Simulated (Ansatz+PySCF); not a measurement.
# singlet CH₄: levels of theory in one basis

```yaml
atoms:
  - { symbol: C, position_ang: [0.0306, 0.0043, -0.0393] }
  - { symbol: H, position_ang: [0.6607, 0.6198, 0.6738] }
  - { symbol: H, position_ang: [0.6828, -0.6375, -0.6444] }
  - { symbol: H, position_ang: [-0.5955, 0.6169, -0.6070] }
  - { symbol: H, position_ang: [-0.6741, -0.6232, 0.6061] }
```

Basis set: def2-SVP (spherical functions). Left uncorrelated: 1 orbital. Charge 0, multiplicity 1.

Computed with Ansatz (development build ahead of 0.2.0); each method stands on the lowest determinant of its kind that the runs found. NEVPT2 correlates all electrons. Active spaces start from the frontier orbitals, and the lowest solution found is given.

```json
{"method": "RHF", "E − E(RHF) (eV)": "0.00", "<S²> of the determinant": "0.00"}
{"method": "RHF-MP2", "E − E(RHF) (eV)": "-4.40", "<S²> of the determinant": "–"}
{"method": "RHF-CCSD(T)", "E − E(RHF) (eV)": "-5.14", "<S²> of the determinant": "–"}
{"method": "CASSCF(8,8)", "E − E(RHF) (eV)": "-2.25", "<S²> of the determinant": "–"}
{"method": "SC-NEVPT2(8,8)", "E − E(RHF) (eV)": "-4.52", "<S²> of the determinant": "–"}
```

Question: What does RHF-CCSD give on the same scale?

Answer: -5.03 eV.

Question: Is a single determinant a sound starting point here?

Answer: By this sign, yes. Unrestricted orbitals gain 0.00 eV and <S²> is 0.00 against 0.00 for a pure state. The CASSCF(8,8) natural occupations are 1.98, 1.98, 1.98, 1.98, 0.02, 0.02, 0.02, 0.02.
